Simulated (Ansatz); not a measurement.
## Several solutions for doublet CO(+)

```xyz
2

C     0.0000    0.0000    0.0000
O     0.0000    0.0000    2.3415
```

Basis set: 6-31G (spherical functions). Charge 1, multiplicity 2.

UHF was run from several starts with Ansatz (development build ahead of 0.2.0).

| run | program | start | converged | energy (hartree) | <S²> |
| --- | --- | --- | --- | --- | --- |
| A | Ansatz | search for the lowest state | yes | -112.08849 | 1.85 |
| B | Ansatz | atomic start, no search | yes | -112.06259 | 1.76 |
| C | Ansatz | stability test followed | yes | -112.08849 | 1.85 |

Task: Which runs reached the lowest solution of this kind, and what is wrong with the others?

Result: A, C reached the lowest solution found. Converged but too high: B by 0.70 eV. Convergence only shows a stationary point, and even a stable one can lie too high; stability tests and further starts are what find lower ones. Caution: the unrestricted determinant is a mixture of spin states.
